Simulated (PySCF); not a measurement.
Compound: 1-fluorobutane, C4H9F.
Numbering: `[CH3:1][CH2:2][CH2:3][CH2:4][F:5]` (hydrogens: H6, H7, H8 on C1; H9, H10 on C2; H11, H12 on C3; H13, H14 on C4)

Geometry (GFN2-xTB, Å), atoms numbered from 1 in this order:
```
atom  x, y, z in Å
C1    -1.9473   -0.0419   -0.0921
C2    -0.5484   -0.2188    0.4844
C3     0.5308    0.1814   -0.5207
C4     1.9319    0.0137    0.0477
F5     2.1384    0.8865    1.0907
H6    -2.0786   -0.6647   -0.9747
H7    -2.1164    0.9945   -0.3763
H8    -2.6994   -0.3226    0.6412
H9    -0.4413    0.3946    1.3811
H10   -0.4023   -1.2624    0.7736
H11    0.4539   -0.4326   -1.4201
H12    0.3924    1.2258   -0.8071
H13    2.6993    0.2392   -0.7002
H14    2.0865   -0.9930    0.4501
```

Jobs on this species (14 atoms, 42 electrons) with PySCF (density fitting). Hardware of each: one thread, Intel Xeon Platinum 8488C (x86_64), no GPU, shared host. Times come from a shared host and carry two figures at best. Peak memory is the resident size of the whole Python process, interpreter and libraries included.

**Question.** Rank these jobs by wall time, shortest first.
A. BHandHLYP/MINI; spin–spin couplings from 14 perturbed nuclei, spin–dipole term for 1 of them; 34 basis functions
B. KT2/pcSseg-1; shieldings; 130 basis functions
C. WP04/6-31G*, IEF-PCM methanol; shieldings, charges and field gradients; 88 basis functions

**Answer.** A (3.9 s), C (9.1 s), B (17 s).

All jobs:

```json
{"level and settings": "BHandHLYP/MINI", "work": "spin–spin couplings from 14 perturbed nuclei, spin–dipole term for 1 of them", "basis functions": "34", "SCF cycles": "9", "wall time": "3.9 s", "peak memory": "0.38 GiB"}
{"level and settings": "WP04/6-31G*, IEF-PCM methanol", "work": "shieldings, charges and field gradients", "basis functions": "88", "SCF cycles": "12", "wall time": "9.1 s", "peak memory": "0.52 GiB"}
{"level and settings": "PBE0/def2-SVP", "work": "spin–spin couplings from 14 perturbed nuclei, spin–dipole term for 1 of them", "basis functions": "115", "SCF cycles": "12", "wall time": "14 s", "peak memory": "0.56 GiB"}
{"level and settings": "KT2/pcSseg-1", "work": "shieldings", "basis functions": "130", "SCF cycles": "14", "wall time": "17 s", "peak memory": "0.52 GiB"}
{"level and settings": "PW91/pcSseg-1, damping 0.3 at the start, DIIS from the seventh cycle", "work": "shieldings, charges and field gradients", "basis functions": "130", "SCF cycles": "14", "wall time": "22 s", "peak memory": "0.63 GiB"}
```

**Question.** What do all jobs in the table cost together?

**Answer.** About 66 s; the longest takes about 33 % of that, and about 5.6 times as long as the shortest.
